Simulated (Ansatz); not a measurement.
A further run on AlH2(CCH) (C2H3Al).

```yaml
crystal:
  periodic: [false, false, false]
  atoms:
    - {symbol: Al, position_ang: [0.643833, 1.115031, 0.008434]}
    - {symbol: H, position_ang: [2.232151, 1.077363, 0.057298]}
    - {symbol: H, position_ang: [-0.178544, 2.474762, -0.028687]}
    - {symbol: C, position_ang: [-0.313798, -0.539473, -0.005936]}
    - {symbol: C, position_ang: [-0.924328, -1.598566, -0.012389]}
    - {symbol: H, position_ang: [-1.459324, -2.529126, -0.018720]}
basis:
  gaussian: {orbitals: def2-TZVP, point_charges: [{charge: 2.00, position_ang: [5.029, -0.993, 0.212]}]}
hamiltonian: {xc: {name: CAM-B3LYP}, dispersion: d3bj}
scf: {lower_state_search: light}
output: {forces: true}
```

```sh
$ ansatz run in.yaml --threads 4 --pin off --events-out ev --progress --plain --max-ram 3916MiB
```

It prints (some lines left out):

```
Functional definition: CAM-B3LYP
751 factors; their error is unknown
213 factors; integrals over basis functions are off by at most 2.1e-5 eV
mean field evaluation 1: about -8714.0754 eV, gradient 4.1e1 eV
mean field evaluation 2: about -8714.6178 eV, gradient 3.7e1 eV
mean field evaluation 4: about -8718.1299 eV, gradient 4.0e0 eV
mean field evaluation 8: about -8718.1665 eV, gradient 4.8e-2 eV
mean field evaluation 16: about -8718.1750 eV, gradient 1.8e-5 eV
mean field -8718.17501944 eV, -320.3870225732 hartree, gradient 1.8e-5 eV, S^2 0.000000; 0 other end points of the search recorded, 0 dependent functions left out
reference -8718.17514412 eV, -320.3870271550 hartree; 14, 14 occupied and 103, 103 virtual orbitals, 751 factors
Total energy: -8718.24780013 eV, -320.3896972143 hartree
Atom 0 at     0.643833     1.115031     0.008434 Å, force    -1.564596     0.213425    -0.060591 eV/Å
Atom 1 at     2.232151     1.077363     0.057298 Å, force     0.714539    -0.464748     0.040108 eV/Å
Atom 2 at    -0.178544     2.474762    -0.028687 Å, force     0.529739    -0.297883     0.019989 eV/Å
Atom 3 at    -0.313798    -0.539473    -0.005936 Å, force    -0.067750    -1.243897     0.019629 eV/Å
Atom 4 at    -0.924328    -1.598566    -0.012389 Å, force     0.825887     1.268835     0.008896 eV/Å
Atom 5 at    -1.459324    -2.529126    -0.018720 Å, force     0.008177     0.236198    -0.002530 eV/Å
Dipole moment:    -0.608412    -0.043544    -0.021815 e Å
```

Run time 1.6 s (4 threads of Arm Neoverse N1 on a shared host).
